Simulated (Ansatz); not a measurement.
Results of rVV10 in Ansatz (plane waves, PAW) for 1T (CdI2-type) HfS2.

Settings: plane-wave cutoff 520 eV, 12×12×6 k mesh (along the axes of the cell as run), Fermi–Dirac smearing 0.01 eV, scalar-relativistic PAW data made under PBE.

A third-order Birch–Murnaghan fit to the energies gives V0 = 22.720 Å³/atom, B0 = 32.8 GPa, B′ = 10.6.

| V (Å³/atom) | P (GPa) |
|---|---|
| 21.811 | ___ |
| 22.266 | 0.737 |
| 22.720 | 0.013 |
| 23.174 | ___ |
| 23.629 | ___ |

Estimate the withheld pressures from this fit; the answers are the runs' own values.


- 21.811, P (GPa): 1.644
- 23.174, P (GPa): -0.584
- 23.629, P (GPa): -1.023

The formula P = (3/2) B0 (x^(7/3) − x^(5/3)) [1 + (3/4)(B′ − 4)(x^(2/3) − 1)] with x = V0/V meets the computed pressures within 0.02 GPa when these rounded values are put in.

Shape and atoms are relaxed at each volume.

Note: the bulk modulus comes from volumes at which shape and atoms were relaxed.

Spin–orbit coupling is not included.

Computed values are for the static lattice.

It cost about 7 core-minutes (a rough figure) of CPU time.

Ansatz is a program for electronic structure.
